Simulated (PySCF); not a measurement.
# doublet [SF2]+ at 6 levels

We compute a comparison of 6 runs (U-revPBE/def2-TZVP, UB3LYP/def2-TZVP, UM06-L/def2-TZVP, UPBE/def2-TZVP, USVWN5/def2-TZVP, UTPSS/def2-TZVP) of doublet [SF2]+. The job is set up through a Python script.

The results are computed with PySCF 2.14.0.

1 further run of the same task is left out (set aside as unsound or not needed).

## 1. Starting point

[SF2]+: 3 atoms, total charge +1, spin state doublet. SMILES of the parent species: `FSF`. Geometry: relaxed at PBE0-D4/def2-TZVP. That shape belongs to the parent species and isn't relaxed for this state.

Bond lengths: F1–S2 1.590 Å, S2–F3 1.590 Å. Angles: F1–S2–F3 98.6°.

## 2. A single-point energy at U-revPBE/def2-TZVP (run 1)

File run.py:

```python
from pyscf import gto, dft

system = gto.Mole()
system.atom = '''
F    0.440140   1.116450   0.365400
S   -0.601990   0.126530  -0.315250
F    0.161840  -1.242970  -0.050150
'''
system.basis = 'def2-tzvp'
system.charge = 1
system.spin = 1
system.verbose = 3
system.max_memory = 1860
system.build()

mf = dft.UKS(system)
mf.xc = 'revpbe'
mf.grids.level = 5
mf.conv_tol = 1e-10
mf.kernel()
if not mf.converged:
    mf = mf.newton().run(mf.mo_coeff, mf.mo_occ)

energy = mf.e_tot
print(f'total energy: {energy:.8f} hartree')
```

Started as:

```sh
OMP_NUM_THREADS=1 python run.py
```

The log of the run:

```text
converged SCF energy = -597.435045363604  <S^2> = 0.75348728  2S+1 = 2.0034842
total energy: -597.43504536 hartree
```

It took 17 s on 1 thread of Arm Neoverse V2, shared host; peak memory 0.5 GiB.

## 3. The energy at UB3LYP/def2-TZVP (run 2)

File input.py:

```python
from pyscf import gto, dft

mol = gto.Mole()
mol.atom = [
    ('F', (0.440140, 1.116450, 0.365400)),
    ('S', (-0.601990, 0.126530, -0.315250)),
    ('F', (0.161840, -1.242970, -0.050150)),
]
mol.basis = 'def2-tzvp'
mol.charge = 1
mol.verbose = 4
mol.spin = 1
mol.max_memory = 1860
mol.build()

mf = dft.UKS(mol, xc='b3lyp')
mf.grids.level = 5
mf.conv_tol = 1e-10
mf.kernel()
if not mf.converged:
    mf = mf.newton().run(mf.mo_coeff, mf.mo_occ)

e_tot = mf.e_tot
print('E(%s) = %.9f' % ('B3LYP', e_tot))
```

Started as:

```sh
OMP_NUM_THREADS=1 python input.py
```

The log of the run:

```text
PySCF version 2.14.0

[... 52 lines left out ...]
WARN: HOMO -0.232005792044625 >= LUMO -0.23200579204461
[... 46 lines left out ...]
converged SCF energy = -597.573161978491  <S^2> = 0.75455557  2S+1 = 2.0045504
E(B3LYP) = -597.573161978
```

It took 18 s on 1 thread of Arm Neoverse V2, shared host; peak memory 0.5 GiB.

Runs 3 to 5 aren't shown in full; the table further down has their settings and results.

## 4. A single-point energy at UTPSS/def2-TZVP (run 6)

File job.py:

```python
from pyscf import gto, dft

mol = gto.M(
    atom='''
F      0.831744     2.109785     0.690506
S     -1.137596     0.239107    -0.595736
F      0.305833    -2.348873    -0.094770
''',
    verbose=3,
    charge=1,
    basis='def2-tzvp',
    spin=1,
    max_memory=1860,
    unit='bohr',
)

mf = dft.UKS(mol)
mf.xc = 'tpss'
mf.conv_tol = 1e-10
mf.grids.level = 5
mf.kernel()
if not mf.converged:
    mf = mf.newton().run(mf.mo_coeff, mf.mo_occ)

e_tot = mf.e_tot
print('E = %.10f Eh' % e_tot)
```

Started as:

```sh
OMP_NUM_THREADS=1 python job.py
```

The log of the run:

```text
WARN: HOMO -0.226923014722672 >= LUMO -0.226923014722665

converged SCF energy = -597.604630143197  <S^2> = 0.75473686  2S+1 = 2.0047313
E = -597.6046301432 Eh
```

Wall time 41 s (1 thread of Arm Neoverse V2, shared host); peak memory 0.55 GiB.

## 5. The series

```csv
run,level,energy (Eh),HOMO energy (eV),LUMO energy (eV),⟨S²⟩,wall time
1,U-revPBE/def2-TZVP,-597.435045,-15.50,-13.90,0.753,17 s
2,UB3LYP/def2-TZVP,-597.573162,-17.05,-13.39,0.755,18 s
3,UM06-L/def2-TZVP,-597.520740,-15.75,-13.87,0.754,41 s
4,UPBE/def2-TZVP,-597.219413,-15.54,-13.99,0.753,17 s
5,USVWN5/def2-TZVP,-594.948425,-15.56,-14.40,0.751,11 s
6,UTPSS/def2-TZVP,-597.604630,-15.79,-13.94,0.755,41 s
```

## 6. Outcome

| quantity | value |
| --- | --- |
| run 6: total energy | -597.60463 Eh |
| run 6: HOMO energy (highest over α and β) | -15.79 eV |
| run 6: LUMO energy (lowest over α and β) | -13.94 eV |
| run 6: ⟨S²⟩ | 0.755 |

Totals of different functionals can't be ranked against each other. All runs together took 2.4 min, the longest 41 s.
